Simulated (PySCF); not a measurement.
C₄H₆, charge -1, sextet, geometry from GFN2-xTB of the parent state (a state made from the parent by changing its charge; the spin is typed, not shown lowest) (in this run its highest filled SCF level lies above zero, so its values depend strongly on the basis, on diffuse functions most of all); MP2/STO-3G (PySCF).

Here is a job for PySCF.
```python
from pyscf import gto, scf, mp

mol = gto.Mole()
mol.atom = '''
    C     1.74964510    0.22896566   -0.67396051
    C     0.66822905   -0.16799174    0.10203731
    C    -0.66822905    0.16799174   -0.10203731
    C    -1.74964510   -0.22896566    0.67396051
    H     1.62345498    0.86305523   -1.54084171
    H     2.76116123   -0.07893570   -0.44407030
    H     0.88705675   -0.80805557    0.95869991
    H    -0.88705675    0.80805557   -0.95869991
    H    -2.76116123    0.07893570    0.44407030
    H    -1.62345498   -0.86305523    1.54084171
'''
mol.basis = 'sto-3g'
mol.charge = -1
mol.spin = 5
mol.verbose = 4
mol.build()

mf = scf.UHF(mol)
mf.kernel()

pt = mp.MP2(mf)
pt.kernel()
print('E(MP2) = %.10f' % pt.e_tot)
mf.analyze()
```

Q: Write the output that PySCF gives for this input, abridged.

A: 
```
PySCF version 2.14.0

[INPUT] verbose = 4
[INPUT] num. atoms = 10
[INPUT] num. electrons = 31
[INPUT] charge = -1
[INPUT] spin (= nelec alpha-beta = 2S) = 5
[INPUT] symmetry False subgroup None
[INPUT] Mole.unit = angstrom
[INPUT] Symbol           X                Y                Z      unit          X                Y                Z       unit  Magmom
[INPUT]  1 C      1.749645100000   0.228965660000  -0.673960510000 AA    3.306350054187   0.432682389330  -1.273600782672 Bohr   0.0
[INPUT]  2 C      0.668229050000  -0.167991740000   0.102037310000 AA    1.262769892978  -0.317458379789   0.192822570387 Bohr   0.0
[INPUT]  3 C     -0.668229050000   0.167991740000  -0.102037310000 AA   -1.262769892978   0.317458379789  -0.192822570387 Bohr   0.0
[INPUT]  4 C     -1.749645100000  -0.228965660000   0.673960510000 AA   -3.306350054187  -0.432682389330   1.273600782672 Bohr   0.0
[INPUT]  5 H      1.623454980000   0.863055230000  -1.540841710000 AA    3.067885287761   1.630938015074  -2.911768833207 Bohr   0.0
[INPUT]  6 H      2.761161230000  -0.078935700000  -0.444070300000 AA    5.217838510467  -0.149166854451  -0.839171247053 Bohr   0.0
[INPUT]  7 H      0.887056750000  -0.808055570000   0.958699910000 AA    1.676294314447  -1.527003720729   1.811680265545 Bohr   0.0
[INPUT]  8 H     -0.887056750000   0.808055570000  -0.958699910000 AA   -1.676294314447   1.527003720729  -1.811680265545 Bohr   0.0
[INPUT]  9 H     -2.761161230000   0.078935700000   0.444070300000 AA   -5.217838510467   0.149166854451   0.839171247053 Bohr   0.0
[INPUT] 10 H     -1.623454980000  -0.863055230000   1.540841710000 AA   -3.067885287761  -1.630938015074   2.911768833207 Bohr   0.0

nuclear repulsion = 102.868518336316
number of shells = 18
number of NR pGTOs = 78
number of NR cGTOs = 26
basis = sto-3g
ecp = {}

******** <class 'pyscf.scf.uhf.UHF'> ********
method = UHF
initial guess = minao
damping factor = 0
level_shift factor = 0
DIIS = <class 'pyscf.scf.diis.CDIIS'>
diis_start_cycle = 1
diis_space = 8
diis_damp = 0
SCF conv_tol = 1e-09
SCF conv_tol_grad = None
SCF max_cycles = 50
direct_scf = True
direct_scf_tol = 1e-13
number electrons alpha = 18  beta = 13
Set gradient conv threshold to 3.16228e-05
init E= -153.659132251182

cycle= 1 E= -152.132659340956  delta_E= 1.53  |g|= 0.235  |ddm|= 3.81

cycle= 2 E= -152.174375268529  delta_E= -0.0417  |g|= 0.0553  |ddm|= 0.391

cycle= 3 E= -152.17840182106  delta_E= -0.00403  |g|= 0.0233  |ddm|= 0.238

cycle= 4 E= -152.179654716916  delta_E= -0.00125  |g|= 0.0128  |ddm|= 0.187

cycle= 5 E= -152.180480270448  delta_E= -0.000826  |g|= 0.00595  |ddm|= 0.255

cycle= 6 E= -152.180729619497  delta_E= -0.000249  |g|= 0.00409  |ddm|= 0.147

cycle= 7 E= -152.180922174871  delta_E= -0.000193  |g|= 0.00163  |ddm|= 0.211

cycle= 8 E= -152.180946725706  delta_E= -2.46e-05  |g|= 0.000639  |ddm|= 0.0792

cycle= 9 E= -152.180949282324  delta_E= -2.56e-06  |g|= 0.000257  |ddm|= 0.0194

cycle= 10 E= -152.180949713897  delta_E= -4.32e-07  |g|= 7.39e-05  |ddm|= 0.00832

cycle= 11 E= -152.180949744297  delta_E= -3.04e-08  |g|= 2.81e-05  |ddm|= 0.00187

cycle= 12 E= -152.180949749114  delta_E= -4.82e-09  |g|= 6.63e-06  |ddm|= 0.00119

cycle= 13 E= -152.180949749243  delta_E= -1.28e-10  |g|= 1.77e-06  |ddm|= 0.000108

Extra cycle  E= -152.180949749249  delta_E= -5.97e-12  |g|= 1.02e-06  |ddm|= 1.21e-05
converged SCF energy = -152.180949749249  <S^2> = 8.7805156  2S+1 = 6.0101633

******** <class 'pyscf.mp.ump2.UMP2'> ********
nocc = (np.int64(18), np.int64(13)), nmo = (26, 26)
E(UMP2) = -152.313838737659  E_corr = -0.132888988410513
E(SCS-UMP2) = -152.325886273502  E_corr = -0.144936524253138
E_corr(same-spin) = -0.0167656867378584
E_corr(oppo-spin) = -0.116123301672654
E(MP2) = -152.3138387377
**** SCF Summaries ****
Total Energy =                        -152.180949749248555
Nuclear Repulsion Energy =             102.868518336315631
One-electron Energy =                 -418.166056999236616
Two-electron Energy =                  163.116588913672445
Two-electron Coulomb Energy =          186.797270648931885
DFT Exchange-Correlation Energy =      -23.680681735259441
**** MO energy ****
                             alpha | beta                alpha | beta
MO #1   energy= -10.6977484386695  | -10.6602079271311  occ= 1 | 1
MO #2   energy= -10.6977451404948  | -10.660201479546   occ= 1 | 1
MO #3   energy= -10.6509014698407  | -10.6150337218639  occ= 1 | 1
MO #4   energy= -10.6507783278329  | -10.6149373595396  occ= 1 | 1
MO #5   energy= -0.797726164486384 | -0.631284395944344 occ= 1 | 1
MO #6   energy= -0.711560638111508 | -0.564427553166182 occ= 1 | 1
MO #7   energy= -0.567070516414246 | -0.451966792194269 occ= 1 | 1
MO #8   energy= -0.463140017096656 | -0.393879801748642 occ= 1 | 1
MO #9   energy= -0.34142283508939  | -0.283338383979912 occ= 1 | 1
MO #10  energy= -0.338552375564529 | -0.265785583441778 occ= 1 | 1
MO #11  energy= -0.274045890118817 | -0.210690075890709 occ= 1 | 1
MO #12  energy= -0.254045406546727 | -0.158958582814841 occ= 1 | 1
MO #13  energy= -0.213385328852042 | -0.13169077934611  occ= 1 | 1
MO #14  energy= -0.188681260513089 | 0.425670383304468  occ= 1 | 0
MO #15  energy= -0.170951405763933 | 0.535022963018861  occ= 1 | 0
MO #16  energy= 0.00112172562867952 | 0.721202454808291  occ= 1 | 0
MO #17  energy= 0.177831210814113  | 0.909820384317968  occ= 1 | 0
MO #18  energy= 0.548324866470167  | 0.912577984556436  occ= 1 | 0
MO #19  energy= 0.876937446703714  | 0.974301154630561  occ= 0 | 0
MO #20  energy= 0.882629538699244  | 0.984758406517904  occ= 0 | 0
MO #21  energy= 0.912650043048349  | 1.00791000873972   occ= 0 | 0
MO #22  energy= 0.970046244690246  | 1.0777170526446    occ= 0 | 0
MO #23  energy= 1.07874119211184   | 1.19682268956297   occ= 0 | 0
MO #24  energy= 1.08090271191618   | 1.19796959115845   occ= 0 | 0
MO #25  energy= 1.2806225139699    | 1.391994280107     occ= 0 | 0
MO #26  energy= 1.31039740518317   | 1.40898436857299   occ= 0 | 0

To work with the spin densities directly, `use mulliken_meta_spin()` only printing them here.

 ** Mulliken spin pop alpha/beta on meta-lowdin orthogonal AOs **
 ** Mulliken Spin Density (per AO)  **
spin_pop of  0 C 1s       -0.00002
spin_pop of  0 C 2s        0.13861
spin_pop of  0 C 2px      -0.00652
spin_pop of  0 C 2py       0.69836
spin_pop of  0 C 2pz       0.40675
spin_pop of  1 C 1s       -0.00004
spin_pop of  1 C 2s        0.08450
spin_pop of  1 C 2px      -0.01352
spin_pop of  1 C 2py       0.71930
spin_pop of  1 C 2pz       0.43697
spin_pop of  2 C 1s       -0.00004
spin_pop of  2 C 2s        0.08450
spin_pop of  2 C 2px      -0.01352
spin_pop of  2 C 2py       0.71930
spin_pop of  2 C 2pz       0.43697
spin_pop of  3 C 1s       -0.00002
spin_pop of  3 C 2s        0.13861
spin_pop of  3 C 2px      -0.00652
spin_pop of  3 C 2py       0.69836
spin_pop of  3 C 2pz       0.40675
spin_pop of  4 H 1s       -0.06317
spin_pop of  5 H 1s        0.07609
spin_pop of  6 H 1s        0.02269
spin_pop of  7 H 1s        0.02269
spin_pop of  8 H 1s        0.07609
spin_pop of  9 H 1s       -0.06317
 ** Mulliken Spin Density (per atom)  **
spin density of  0 C =      1.23718
spin density of  1 C =      1.22721
spin density of  2 C =      1.22721
spin density of  3 C =      1.23718
spin density of  4 H =     -0.06317
spin density of  5 H =      0.07609
spin density of  6 H =      0.02269
spin density of  7 H =      0.02269
spin density of  8 H =      0.07609
spin density of  9 H =     -0.06317
 ** Mulliken pop alpha/beta on meta-lowdin orthogonal AOs **
 ** Mulliken pop       alpha | beta **
pop of  0 C 1s        0.99990 | 0.99993
pop of  0 C 2s        0.62478 | 0.48617
pop of  0 C 2px       0.48892 | 0.49544
pop of  0 C 2py       0.85461 | 0.15625
pop of  0 C 2pz       0.71611 | 0.30935
pop of  1 C 1s        0.99988 | 0.99992
pop of  1 C 2s        0.56056 | 0.47606
pop of  1 C 2px       0.48474 | 0.49826
pop of  1 C 2py       0.87722 | 0.15791
pop of  1 C 2pz       0.74488 | 0.30791
pop of  2 C 1s        0.99988 | 0.99992
pop of  2 C 2s        0.56056 | 0.47606
pop of  2 C 2px       0.48474 | 0.49826
pop of  2 C 2py       0.87722 | 0.15791
pop of  2 C 2pz       0.74488 | 0.30791
pop of  3 C 1s        0.99990 | 0.99993
pop of  3 C 2s        0.62478 | 0.48617
pop of  3 C 2px       0.48892 | 0.49544
pop of  3 C 2py       0.85461 | 0.15625
pop of  3 C 2pz       0.71611 | 0.30935
pop of  4 H 1s        0.48772 | 0.55089
pop of  5 H 1s        0.59674 | 0.52065
pop of  6 H 1s        0.56394 | 0.54125
pop of  7 H 1s        0.56394 | 0.54125
pop of  8 H 1s        0.59674 | 0.52065
pop of  9 H 1s        0.48772 | 0.55089
In total            18.00000 | 13.00000
 ** Mulliken atomic charges   ( Nelec_alpha | Nelec_beta ) **
charge of  0C =     -0.13147  (     3.68433      2.44715 )
charge of  1C =     -0.10735  (     3.66728      2.44007 )
charge of  2C =     -0.10735  (     3.66728      2.44007 )
charge of  3C =     -0.13147  (     3.68433      2.44715 )
charge of  4H =     -0.03861  (     0.48772      0.55089 )
charge of  5H =     -0.11738  (     0.59674      0.52065 )
charge of  6H =     -0.10518  (     0.56394      0.54125 )
charge of  7H =     -0.10518  (     0.56394      0.54125 )
charge of  8H =     -0.11738  (     0.59674      0.52065 )
charge of  9H =     -0.03861  (     0.48772      0.55089 )

WARN: System has nonzero charge -1; the dipole moment is origin-dependent.
Location of origin: [0. 0. 0.]

Dipole moment(X, Y, Z, Debye):  0.00000, -0.00000, -0.00000
```
